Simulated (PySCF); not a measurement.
Bonds broken one at a time in the series SiH2Cl-X. Gas-phase values, no solvent. One relaxed conformer stands for each flexible species; it need not be the lowest. Strings in code marks are SMILES.

These are PySCF with B3LYP-D3(BJ)/def2-TZVP values and carry that method's errors. All candidates: neutral, multiplicity 2. B3LYP has the VWN-RPA correlation part, as in Gaussian. 

highest occupied spin orbital: -5.92 eV
dipole moment: 0.46 D

Name which member has these values.
A) `C#C[SiH2]`
B) `[SiH2]I`
C) `[Cl]`
D) `[CH]=C`

A, `C#C[SiH2]`. The others give `[Cl]`: -9.27 eV, 0.00 D; `[CH]=C`: -6.60 eV, 0.71 D; `[SiH2]I`: -6.20 eV, 0.94 D
